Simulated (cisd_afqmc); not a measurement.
Input (AFQMC/CISD/aug-cc-pV(D+d)Z; cisd_afqmc is a phaseless AFQMC code with CISD trial states that reads the integrals written by Ansatz): A basis named .json is the Basis Set Exchange file of that set.

Ansatz 0.2 input:
```python
import cisd_afqmc

open("ham.yaml", "w").write("""\
crystal:
  periodic: [false, false, false]
  atoms:
    - {symbol: P, position_ang: [-0.00494663, -0.00315703, 0.11662516]}
    - {symbol: H, position_ang: [0.03811855, 1.04938416, -0.84687971]}
    - {symbol: H, position_ang: [0.03608089, -1.00202865, -0.90249773]}
basis:
  gaussian:
    orbitals: aug-cc-pV_D+d_Z.json
total_charge: 1
magnetization: {spin_polarized: false}
correlation: {method: ccsd, electrons: outside_noble_gas, hamiltonian_folder: ham}
""")
rep = cisd_afqmc.ansatz("ham.yaml")
e_ccsd = rep["correlation"]["coupled_cluster"]["energy"]["hartree"]
out = cisd_afqmc.run("ham", e_ccsd, trial="CISD", walkers=200, populations=8, threads=8, dt=0.005, steps=40, early=24, settle=10, least=32,
    cut=5e-5, rank_cut=2e-4, target=0.0004, seconds=1500, seed=1, memory=17280, gpu=False)
```

Output:

```
orbitals 45, occupied [3], factors 248 of 491, rank of the doubles 47 of 126
E(HF) = -341.535339
E(CCSD) on the cut factors = -341.665869, shift to the whole factors -0.000011
Energy of the trial state on the determinant = -341.665741
  tau behind 7.2 of longer steps, mean of the populations' last blocks
   2.0  -341.66938
   4.0  -341.66918
   6.0  -341.66896
   8.0  -341.66909
blocks 440 (0 outliers left out), error by blocks joined: 1: 0.00004, 2: 0.00005, 4: 0.00007, 8: 0.00007, 16: 0.00010
E(AFQMC/CISD) = -341.66911 +/- 0.00010
```

A triplet may lie lower; no result for it is given here.

The error still grows at the longest joins of blocks, or few joins were possible, so the printed bar may be too narrow.
